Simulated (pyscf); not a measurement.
`[CH3]` [doublet] + `[CH3][SH]` -> `[CH3][SH]` + `[CH3]` [doublet] (substitution at S; doublet surface; C–S broken, C–S formed). PySCF, gas phase, ωB97X-D3(BJ)/def2-SVP geometries. MP2 and CC: frozen core, UHF for open shells. ΔMP2 is the change of the MP2 total energy from the triple- to the quadruple-zeta basis. Energies in kcal/mol from the separated reactants.

| level | barrier | reaction energy |
|---|---|---|
| ωB97X-D3(BJ)/def2-TZVP | 25.2 | 0.0 |
| B3LYP-D3(BJ)/def2-TZVP | 23.6 | 0.0 |
| PBE0-D3(BJ)/def2-TZVP | 22.0 | 0.0 |
| M06-2X/def2-TZVP | 26.2 | 0.0 |
| MP2/def2-QZVPP | (withheld) | 0.0 |
| CCSD/def2-TZVPP | 31.7 | 0.0 |
| CCSD(T)/def2-TZVPP + ΔMP2(QZVPP) | (withheld) | 0.0 |

Problem. Fill in the missing entries.

Solution. 
- MP2/def2-QZVPP, barrier: 26.4
- CCSD(T)/def2-TZVPP + ΔMP2(QZVPP), barrier: 26.7

Of the functionals in the table, M06-2X is closest to CCSD(T)/def2-TZVPP + ΔMP2(QZVPP) in the barrier (0.5 kcal/mol apart) and PBE0-D3(BJ) least close (4.6 kcal/mol); that level has limits of its own. This is the saddle that the search found; another between the same sides may lie lower. The angle at the attacked S is 87° (front-side attack). The CCSD(T) − MP2 part came from Ansatz, without density fitting, on the same reference.
